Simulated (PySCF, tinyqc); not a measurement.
CIS and TDHF on RHF in the sto-3g basis, frozen core, for BH, spin multiplicity 1, step by step. The lowest restricted solution is unstable here: a spin-polarised one lies 0.0088 hartree lower (PySCF). One step of it, computed by the program tinyqc.

Problem. TDHF (RPA) triplet states. B(ia,jb) = - (ib|ja); the squared energies are the eigenvalues of (A - B)(A + B); 1 hartree = 27.211386 eV.

CIS matrix A, triplet (hartree), order 2>4, 2>5, 2>6, 3>4, 3>5, 3>6:
$$\begin{pmatrix}
0.221745 & 0.000000 & 0.000000 & 0.075931 & 0.000000 & 0.000000 \\
0.000000 & 0.221745 & 0.000000 & 0.000000 & 0.075931 & 0.000000 \\
0.000000 & 0.000000 & 0.352881 & 0.000000 & 0.000000 & -0.048931 \\
0.075931 & 0.000000 & 0.000000 & 0.064091 & 0.000000 & 0.000000 \\
0.000000 & 0.075931 & 0.000000 & 0.000000 & 0.064091 & 0.000000 \\
0.000000 & 0.000000 & -0.048931 & 0.000000 & 0.000000 & 0.116793
\end{pmatrix}$$

Two-electron integrals over orbitals (pq|rs), unique and non-zero (hartree); the lowest 1 orbital is frozen and left out:
```
(22|22) 0.472058    (32|22) -0.011690   (32|32) 0.115190    (33|22) 0.425077
(33|32) 0.007693    (33|33) 0.467078    (42|42) 0.091889    (43|42) -0.037195
(43|43) 0.030251    (44|22) 0.487567    (44|32) -0.075931   (44|33) 0.410322
(44|44) 0.586773    (52|52) 0.091889    (53|52) -0.037195   (53|53) 0.030251
(54|54) 0.031630    (55|22) 0.487567    (55|32) -0.075931   (55|33) 0.410322
(55|44) 0.523513    (55|55) 0.586773    (62|22) 0.056372    (62|32) -0.005369
(62|33) -0.026873   (62|44) 0.073517    (62|55) 0.073517    (62|62) 0.086310
(63|22) 0.047075    (63|32) -0.111592   (63|33) -0.009111   (63|44) 0.105404
(63|55) 0.105404    (63|62) 0.053974    (63|63) 0.154937    (64|42) 0.025708
(64|43) 0.005454    (64|64) 0.025334    (65|52) 0.025708    (65|53) 0.005454
(65|65) 0.025334    (66|22) 0.464293    (66|32) 0.048931    (66|33) 0.465482
(66|44) 0.436966    (66|55) 0.436966    (66|62) 0.024703    (66|63) -0.022273
(66|66) 0.524193
```

Give: TDHF matrix B, triplet; squared energies w^2; TDHF energies from the positive w^2.

Solution.

TDHF matrix B, triplet (hartree), order 2>4, 2>5, 2>6, 3>4, 3>5, 3>6:
$$\begin{pmatrix}
-0.092 & 0.000 & 0.000 & 0.037 & 0.000 & 0.000 \\
0.000 & -0.092 & 0.000 & 0.000 & 0.037 & 0.000 \\
0.000 & 0.000 & -0.086 & 0.000 & 0.000 & -0.054 \\
0.037 & 0.000 & 0.000 & -0.030 & 0.000 & 0.000 \\
0.000 & 0.037 & 0.000 & 0.000 & -0.030 & 0.000 \\
0.000 & 0.000 & -0.054 & 0.000 & 0.000 & -0.155
\end{pmatrix}$$

squared energies w^2 (hartree^2): [-0.020, -0.004, -0.004, 0.057, 0.057, 0.125]

TDHF energies from the positive w^2 (eV): [6.487, 6.487, 9.637]

A + B or A - B has a negative eigenvalue: the restricted solution is unstable towards a spin-polarised one, a negative w^2 means an imaginary energy, and the lowest roots have no physical meaning.
